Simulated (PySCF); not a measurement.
# Ionisation of `C#CCF` (C3H3F)

Molecule: `C#CCF` (C3H3F). Non-hydrogen atoms are numbered in `[CH:1]#[C:2][CH2:3][F:4]`.

Computed at ωB97X-D3(BJ)/ma-def2-TZVP // PBE0-D3(BJ)/def2-SVP with PySCF (density fitting, grid level 2). Thermal corrections: PBE0-D3(BJ)/def2-SVP frequencies, unscaled, ideal gas at 298.15 K and 1 bar, quasi-RRHO entropy.

Frontier levels of the parent: HOMO -10.63 eV, LUMO 1.18 eV.

Oxidation to the radical cation:
* Vertical ionisation energy (electronic): 10.79 eV
* Adiabatic ionisation energy (with zero-point energy): 10.64 eV
* Adiabatic, electronic part: 10.73 eV
* Vertical gap at the product's structure: 10.43 eV
* Inner reorganisation energy (four-point): 362 meV
* Relaxation of product / of parent: 58 / 305 meV
* ⟨S²⟩ of the product: 0.755
* Largest spin populations: C1 0.58, C2 0.27
* Largest changes of atomic charge: C1 0.34, C2 0.27, H (on C3) 0.09, H (on C3) 0.09
* Distances that move most (Å): C3–F4 1.369 → 1.323; C1–C2 1.210 → 1.247; C2–C3 1.458 → 1.422; C3–H 1.104 → 1.127
* Potential in THF: 8.25 V absolute, 3.50 V against Fc+/Fc computed at 4.74 V (solvation -16 → -244 kJ/mol)

Solvents are IEF-PCM continua (electrostatics only, gas-phase structures); absolute potentials refer to an electron at rest in vacuum. Fc+/Fc in THF, 4.74 V, is ωB97X-D3(BJ)/ma-def2-TZVP on PBE0-D3(BJ)/def2-SVP structures with GFN2-xTB thermal terms. Benchmark calculations put it near 5.0 V in acetonitrile and DMSO, so it is about 0.3 V low, and the value against it can read up to that much too high.

Measured values (NIST Chemistry WebBook, evaluated or the median of agreeing entries): vertical ionisation energy 10.95 eV (computed 10.79, difference -0.16).

Known limits: the split of the reorganisation energy is sensitive to the structures, which come from another level (PBE0-D3(BJ)/def2-SVP).

Differences come from unrounded values, so a last digit can differ from that of the printed terms.
